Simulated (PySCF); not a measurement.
## Vibration and rotation of AlH

RHF-CCSD(T) constants of AlH, ¹Σ⁺ (singlet), closed shell (basis Al def2-TZVPPD, H def2-TZVPPD; no relativity; PySCF 2.14; masses 26.9815 and 1.0078 u):

* ωe: 1677.6 cm⁻¹
* ωexe: 26.8 cm⁻¹
* Be: 6.3559 cm⁻¹
* αe: 0.179 cm⁻¹
* D (centrifugal): 0.000365 cm⁻¹
* De to Al + H: 3.15 eV

**Question.** Give the vibrational terms G(v) and spacings up to v = 6.

**Answer.** G(v) = ωe(v+½) − ωexe(v+½)².

```json
{"v": "0", "G(v) (cm⁻¹)": "832", "G(v) − G(v−1)": "", "Bv (cm⁻¹)": "6.266"}
{"v": "1", "G(v) (cm⁻¹)": "2456", "G(v) − G(v−1)": "1624", "Bv (cm⁻¹)": "6.087"}
{"v": "2", "G(v) (cm⁻¹)": "4026", "G(v) − G(v−1)": "1570", "Bv (cm⁻¹)": "5.908"}
{"v": "3", "G(v) (cm⁻¹)": "5543", "G(v) − G(v−1)": "1517", "Bv (cm⁻¹)": "5.729"}
{"v": "4", "G(v) (cm⁻¹)": "7006", "G(v) − G(v−1)": "1463", "Bv (cm⁻¹)": "5.550"}
{"v": "5", "G(v) (cm⁻¹)": "8416", "G(v) − G(v−1)": "1410", "Bv (cm⁻¹)": "5.371"}
{"v": "6", "G(v) (cm⁻¹)": "9772", "G(v) − G(v−1)": "1356", "Bv (cm⁻¹)": "5.192"}
```

**Question.** How well does the Morse estimate ωe²/(4ωexe) reproduce De, and what is D0?

**Answer.** It gives 3.25 eV, 103 % of the computed De. D0 = De − G(0) = 3.15 − 0.10 = 3.05 eV.

Correlated steps freeze 5 core orbitals. Where the molecule has an RHF reference, its open-shell atoms are computed with UHF.
